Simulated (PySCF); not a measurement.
Gas-phase reaction: HPO3 + H2O → PO + 3 OH

Method: PySCF energies (xtb for GFN2) plus ideal-gas RRHO corrections (1 bar). † marks an energy on the PBE0/def2-TZVP geometry and frequencies; other levels use their own. 6-31G* has spherical d functions here. Open shells (unrestricted): PO (multiplicity 2, electronic degeneracy 4), OH (multiplicity 2, electronic degeneracy 4); the rest are closed-shell singlets. GFN2 has no spin-polarisation term. Spin-orbit splitting is ignored; it lowers the true energy and changes the entropy of PO, OH. B3LYP is the form with VWN-RPA correlation. HPO3: computed as isolated molecules; such fragments, hydroxides, amides, oligomers or adducts are transient or little studied in the gas. The harmonic model lacks anharmonicity and excited electronic states, which grow with temperature; levels with a mode under 35 cm⁻¹ are left out. Internal rotation in HPO3 is treated as a harmonic vibration of one conformer, which makes the entropy rough.

```csv
level,"ΔE electronic, kJ","ΔH°(298 K), kJ","ΔS°(298 K), J/K","ΔG°(2000 K), kJ"
B3LYP/def2-TZVP†,998,966,308,341
GFN2-xTB,1360,1334,304,722
HF/6-31G*,625,591,310,-43
PBE/def2-TZVP†,1066,1035,308,410
PBE0/def2-QZVP†,1030,999,308,374
PBE0/def2-TZVP,1028,997,308,372
r2SCAN/def2-TZVP†,1039,1007,308,382
ωB97M-V/def2-TZVP†,1047,1016,308,390
```
ΔH° is lowest at HF/6-31G* and highest at GFN2-xTB. No reference value is set beside these.
